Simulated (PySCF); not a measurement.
A GIAO shielding run with PySCF 2.14 (density fitting, non-relativistic, gas phase) on `[H]/N=C\C(=C)F`, C3H4FN:

```
$ OMP_NUM_THREADS=1 python probes_run.py task.json out

{"job": {"kind": "nmr", "xc": "PBE0", "basis": "pcSseg-1"}, "charge": 0, "multiplicity": 1}
C     -1.298681    -0.223788    -0.244504
C     -0.249609     0.588974    -0.203156
F     -0.402672     1.885555    -0.554379
C      1.124688     0.258254     0.190371
N      1.584016    -0.849366     0.565271
H     -2.267057     0.128280    -0.551488
H     -1.209611    -1.259066     0.028220
H      1.820481     1.091895     0.145442
H      0.912007    -1.614746     0.599043
```

Hardware: 1 thread of an Arm Neoverse N1, shared host. The job also computes population analyses, field gradients.

**Question.** How large is the calculation?

**Answer.** 38 electrons, 105 basis functions and 538 auxiliary functions.

**Question.** How long does it take, and how much memory does it need?

**Answer.** 11 s of wall time, with 14 SCF cycles and 5 response iterations; peak memory 0.49 GiB. Times on a shared host scatter by some tens of per cent.
